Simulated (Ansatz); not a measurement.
System: C₂H₃N, charge 1, multiplicity 2. SMILES of the parent species: CC#N
Coordinates optimised at B3LYP-D3(BJ)/def2-TZVP (Ansatz, a quantum-chemistry and plane-wave program):
```
C
H 1 1.0912
C 1 1.3965 2 113.61
N 3 1.2023 2 152.31 1 180.00
H 1 1.1170 2 112.68 3 -123.79
H 1 1.1170 2 112.68 5 -112.42
```
Charge +1, spin multiplicity 2.

Give the harmonic wavenumbers at B3LYP-D3(BJ)/def2-TZVP (Ansatz, finite differences of forces, unscaled).

166, 374, 443, 938, 1013, 1079, 1169, 1398, 2084, 2737, 2841, 3117 cm⁻¹. Zero-point energy 24.8 kcal/mol.

From these and the geometry, give the ideal-gas thermochemistry at 298.15 K and 1 atm (rigid rotor, harmonic oscillator).

Point group Cs, rotational symmetry number 1. Rotational constants 154.5, 9.356, 9.302 GHz. S(trans) 37.06, S(rot) 20.71, S(vib) 4.70, S(elec, spin only) 1.38, S 63.8 cal/(mol K). H(298) - H(0) 3.22 kcal/mol; G - E(el) 9.0 kcal/mol.
